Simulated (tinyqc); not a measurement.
Inside a calculation. Method: UHF in the sto-3g basis, for HF, spin multiplicity 1. This run ends on a higher stationary point, not on the lowest solution. Computed by tinyqc, a small Python program that keeps every step (integrals from PySCF). Settings: charge = 0, multiplicity = 1, basis = sto-3g, energy threshold = 1e-09, iteration cap = 54, orthogonalisation = canonical, start = Wolfsberg-Helmholz matrix, DIIS depth = 3, method = UHF, break = 0.4. Command: `OMP_NUM_THREADS=1 python tinyqc.py 22325 22326 out.jsonl` (the two numbers bound the seeds that draw the settings). One thread of a shared host (Intel(R) Xeon(R) Processor @ 2.60GHz), about 0.2 s of CPU time with the checks.

Geometry (angstrom):
```
atom         x         y         z
F     0.000000  0.000000  0.000000
H     0.000000  0.000000  1.665000
```

Stop when the energy changes by less than 1e-09 hartree and every element of the error matrix X^T (F D S - S D F) X (for each spin) is below 9e-06.

Course of the cycle:
```
iteration   E (hartree)     change  largest element of the error matrix
1          -97.82777712          -                             2.16e-01
2          -98.34215544  -5.14e-01                             7.06e-02
3          -98.35341519  -1.13e-02                             2.21e-02
4          -98.35585238  -2.44e-03                             1.33e-02
5          -98.35695305  -1.10e-03                             1.37e-02
6          -98.35733281  -3.80e-04                             1.62e-02
7          -98.35693592   3.97e-04                             1.58e-02
8          -98.35646708   4.69e-04                             1.12e-02
9          -98.35670409  -2.37e-04                             1.28e-02
10         -98.35550755   1.20e-03                             2.15e-03
11         -98.35550824  -6.82e-07                             5.69e-04
12         -98.35550879  -5.55e-07                             2.44e-04
13         -98.35550939  -5.97e-07                             2.92e-04
14         -98.35550939  -5.64e-09                             2.83e-04
15         -98.35550971  -3.16e-07                             3.33e-04
16         -98.35550893   7.77e-07                             9.04e-05
17         -98.35550891   2.35e-08                             2.51e-05
18         -98.35550890   2.83e-09                             9.25e-06
19         -98.35550890  -1.91e-10                             4.46e-06
```

Can the last value be used, and what does the course show?

No, though the log alone does not show it. Converged in 19 iterations. But the solution lies 0.10750 hartree above the reference: it is another stationary point, not the lowest one. Reruns (cap 100 unless said): DIIS 8: converged in 9 to a higher stationary point; damping 0.5: converged in 49; level shift 0.5: converged in 30; atomic densities as start, DIIS 8: converged in 7 to a higher stationary point. PySCF UHF in the same basis, after a stability check = -98.46300650 hartree.
